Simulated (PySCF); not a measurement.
**One shape, several levels: SiH2Cl2 (dichlorosilane (DCS))**

We compute a comparison of 6 runs (B3LYP/6-311+G**, CAM-B3LYP/6-311+G**, PBE0/6-311+G**, TPSS/6-311+G**, r2SCAN/6-311+G**, SCS-MP2/6-311+G**) of SiH2Cl2 (dichlorosilane (DCS)). The job is set up through a Python script.

The results are computed with PySCF 2.14.0.

2 further runs of the same task are left out: 2 set aside as unsound or not needed.

## 1. The system as given

SiH2Cl2: 5 atoms, total charge 0, spin state singlet. SMILES: `Cl[SiH2]Cl`. The coordinates come from a PBE0-D4/def2-TZVP relaxation.

Bond lengths: Cl1–Si2 2.040 Å, Si2–Cl3 2.040 Å, Si2–H4 1.476 Å, Si2–H5 1.476 Å. Angles: Cl1–Si2–Cl3 110.1°, Cl1–Si2–H4 108.5°, Cl1–Si2–H5 108.5°, Cl3–Si2–H4 108.5°, Cl3–Si2–H5 108.5°, H4–Si2–H5 112.7°.

## 2. The energy at B3LYP/6-311+G(d,p) (run 1)

File run.py:

```python
from pyscf import gto, dft

mol = gto.Mole()
mol.atom = [
    ('Cl', (-1.036100, -0.393400, 1.609300)),
    ('Si', (0.136800, -0.071700, -0.028900)),
    ('Cl', (-0.799200, 1.196800, -1.324000)),
    ('H', (0.352000, -1.362200, -0.711200)),
    ('H', (1.396500, 0.556600, 0.413400)),
]
mol.basis = '6-311+g**'
mol.verbose = 3
mol.spin = 0
mol.max_memory = 1860
mol.build()

mf = dft.RKS(mol, xc='b3lyp')
mf.grids.level = 5
mf.conv_tol = 1e-10
mf.kernel()
if not mf.converged:
    mf = mf.newton().run(mf.mo_coeff, mf.mo_occ)

e_final = mf.e_tot
print('E = %.10f Eh' % e_final)
```

On the command line:

```
OMP_NUM_THREADS=1 python run.py
```

Standard output:

```text
converged SCF energy = -1211.26466903234
E = -1211.2646690323 Eh
```

It took 8.1 s on 1 thread of Intel Xeon 6975P-C (Granite Rapids), shared host; peak memory 0.52 GiB.

## 3. A single-point energy at CAM-B3LYP/6-311+G(d,p) (run 2)

File input.py:

```python
from pyscf import gto, dft

molecule = gto.M(
    atom='''
Cl      -1.036100      -0.393400       1.609300
Si       0.136800      -0.071700      -0.028900
Cl      -0.799200       1.196800      -1.324000
H        0.352000      -1.362200      -0.711200
H        1.396500       0.556600       0.413400
''',
    spin=0,
    max_memory=1860,
    basis='6-311+g**',
    verbose=3,
)

myscf = dft.RKS(molecule, xc='cam-b3lyp')
myscf.grids.level = 5
myscf.conv_tol = 1e-10
myscf.kernel()
if not myscf.converged:
    myscf = myscf.newton().run(myscf.mo_coeff, myscf.mo_occ)

energy = myscf.e_tot
print(f'total energy: {energy:.8f} hartree')
```

On the command line:

```
OMP_NUM_THREADS=1 python input.py
```

Standard output:

```text
converged SCF energy = -1211.24603198496
total energy: -1211.24603198 hartree
```

Wall time 14 s (1 thread of Intel Xeon 6975P-C (Granite Rapids), shared host); peak memory 0.52 GiB.

Runs 3 to 4 aren't shown in full; the table further down has their settings and results.

## 4. A single-point energy at r2SCAN/6-311+G(d,p) (run 5)

File calc.py:

```python
from pyscf import gto, dft

system = gto.Mole()
system.atom = '''
Cl    -1.957945    -0.743418     3.041136
Si     0.258515    -0.135493    -0.054613
Cl    -1.510269     2.261624    -2.501997
H      0.665184    -2.574185    -1.343973
H      2.639003     1.051822     0.781213
'''
system.unit = 'bohr'
system.max_memory = 1860
system.charge = 0
system.verbose = 3
system.basis = '6-311+g**'
system.build()

mf = dft.RKS(system)
mf.xc = 'r2scan'
mf.grids.level = 5
mf.conv_tol = 1e-10
mf.kernel()
if not mf.converged:
    mf = mf.newton().run(mf.mo_coeff, mf.mo_occ)

e_final = mf.e_tot
print('E = %.10f Eh' % e_final)
```

On the command line:

```
OMP_NUM_THREADS=1 python calc.py
```

Standard output:

```text
converged SCF energy = -1211.12192903179
E = -1211.1219290318 Eh
```

Wall time 13 s (1 thread of Intel Xeon 6975P-C (Granite Rapids), shared host); peak memory 0.55 GiB.

## 5. A single-point energy at SCS-MP2/6-311+G(d,p) (run 6)

File calc.py:

```python
# Cl[SiH2]Cl
from pyscf import gto, scf, mp

mol = gto.Mole()
mol.atom = '''
Cl  -1.036100  -0.393400   1.609300
Si   0.136800  -0.071700  -0.028900
Cl  -0.799200   1.196800  -1.324000
H    0.352000  -1.362200  -0.711200
H    1.396500   0.556600   0.413400
'''
mol.basis = '6-311+g**'
mol.verbose = 3
mol.charge = 0
mol.max_memory = 1860
mol.build()

hf = scf.RHF(mol)
hf.conv_tol = 1e-10
hf.kernel()
if not hf.converged:
    hf = hf.newton().run(hf.mo_coeff, hf.mo_occ)

pt = mp.MP2(hf, frozen=15).run()
e_tot = hf.e_tot + 1.2 * pt.e_corr_os + pt.e_corr_ss / 3
print('Final energy', e_tot)
```

On the command line:

```
OMP_NUM_THREADS=1 python calc.py
```

Standard output:

```text
converged SCF energy = -1209.21628778269
E(RMP2) = -1209.58593353615  E_corr = -0.369645753456651
E(SCS-RMP2) = -1209.58254805842  E_corr = -0.366260275727162
Final energy -1209.582548058422
```

It took 1.9 s on 1 thread of Intel Xeon 6975P-C (Granite Rapids), shared host; peak memory 0.25 GiB.

## 6. The series

| run | level | integration grid | frozen core orbitals | energy (Eh) | dipole moment (D) of the reference | HOMO energy (eV) | LUMO energy (eV) | wall time |
| --- | --- | --- | --- | --- | --- | --- | --- | --- |
| 1 | B3LYP/6-311+G** | 5 | – | -1211.264669 | 1.57 | -8.97 | -0.59 | 8.1 s |
| 2 | CAM-B3LYP/6-311+G** | 5 | – | -1211.246032 | 1.66 | -10.59 | 0.47 | 14 s |
| 3 | PBE0/6-311+G** | 5 | – | -1210.785276 | 1.59 | -9.20 | -0.37 | 8.1 s |
| 4 | TPSS/6-311+G** | 5 | – | -1211.279133 | 1.49 | -8.01 | -0.98 | 15 s |
| 5 | r2SCAN/6-311+G** | 5 | – | -1211.121929 | 1.53 | -8.18 | -0.77 | 13 s |
| 6 | SCS-MP2/6-311+G** | – | 15 | -1209.582548 | 1.81 | -12.48 | 1.51 | 1.9 s |

## 7. What came out

```
                                           quantity           value
                                run 6: total energy  -1209.58255 Eh
        run 6: dipole moment (Hartree–Fock density)          1.81 D
         run 6: HOMO energy (Hartree–Fock orbitals)       -12.48 eV
         run 6: LUMO energy (Hartree–Fock orbitals)         1.51 eV
       run 6: HOMO–LUMO gap (Hartree–Fock orbitals)        14.00 eV
run 6: correlation energy (15 core orbitals frozen)      -366.3 mEh
```

In words: Over runs 1, 2, 3, 4, 5 the dipole moment (its size) runs from 1.49 D (TPSS/6-311+G**) to 1.66 D (CAM-B3LYP/6-311+G**). Over runs 1, 2, 3, 4, 5 the HOMO–LUMO gap runs from 7.03 eV (TPSS/6-311+G**) to 11.05 eV (CAM-B3LYP/6-311+G**). Totals of different functionals can't be ranked against each other. All runs together took 59 s, the longest 15 s.
